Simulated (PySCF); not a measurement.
Which determinant of LiMg lies lowest?

Unrestricted PBE0; Li def2-SVPD, Mg def2-SVPD; no relativity (PySCF 2.14). Outer shells of the fragments: Li 2s1; Mg 3s2.

Followed along the bond (rough minima from three points):

```
2Ms+1   unpaired  ⟨S²⟩ at the start  R at minimum (Å)  Te (eV)
    2        σ ↑               0.77              3.12     0.00
    2        π ↑               0.76              2.63     0.76
    4  σ ↑↑, π ↑               3.75              3.04     2.36
```

Solutions found at the starting distance of 2.640 Å, counted from the lowest of them; the search is not exhaustive and high or unbound solutions are not listed, so other states can lie among these:

```json
{"2Ms+1": "2", "unpaired": "σ ↑", "term": "²Σ⁺", "E (eV)": "0.00", "⟨S²⟩": "0.77", "⟨Lz²⟩": "0.00", "μ (D)": "-1.17"}
{"2Ms+1": "2", "unpaired": "π ↑", "term": "²Π", "E (eV)": "0.62", "⟨S²⟩": "0.76", "⟨Lz²⟩": "1.01", "μ (D)": "-2.24"}
{"2Ms+1": "4", "unpaired": "σ ↑↑, π ↑", "term": "⁴Π", "E (eV)": "2.33", "⟨S²⟩": "3.75", "⟨Lz²⟩": "1.00", "μ (D)": "-2.96"}
{"2Ms+1": "4", "unpaired": "σ ↑, π ↑↑", "term": "⁴Σ⁻", "E (eV)": "2.96", "⟨S²⟩": "3.75", "⟨Lz²⟩": "0.00", "μ (D)": "-1.96"}
{"2Ms+1": "2", "unpaired": "σ ↑↑, π ↓", "term": "mixed", "E (eV)": "3.07", "⟨S²⟩": "1.75", "⟨Lz²⟩": "1.00", "μ (D)": "-3.04"}
{"2Ms+1": "4", "unpaired": "σ ↑↑↑", "term": "⁴Σ⁺", "E (eV)": "3.21", "⟨S²⟩": "3.75", "⟨Lz²⟩": "0.00", "μ (D)": "5.37"}
{"2Ms+1": "4", "unpaired": "σ ↑, π ↑↑", "term": "mixed", "E (eV)": "4.78", "⟨S²⟩": "3.75", "⟨Lz²⟩": "2.00", "μ (D)": "1.43"}
```

A term symbol is given only where ⟨S²⟩ and ⟨Lz²⟩ are close to those of a pure state; real π, δ and φ orbitals otherwise mix terms. A positive dipole means Li(−)Mg(+).

Task: Compare the gap between the two lowest followed solutions at the starting distance with the gap between their minima.

Result: At PBE0 the second solution (doublet, unpaired electrons π ↑) lies +0.62 eV from the first (doublet, unpaired electrons σ ↑) at 2.640 Å and +0.76 eV at the minima; the two curves relax by different amounts, since their minima lie near 2.63 and 3.12 Å.

Counting both spins, an empty level lies below a filled one in some of these solutions, because spin and occupation are held.
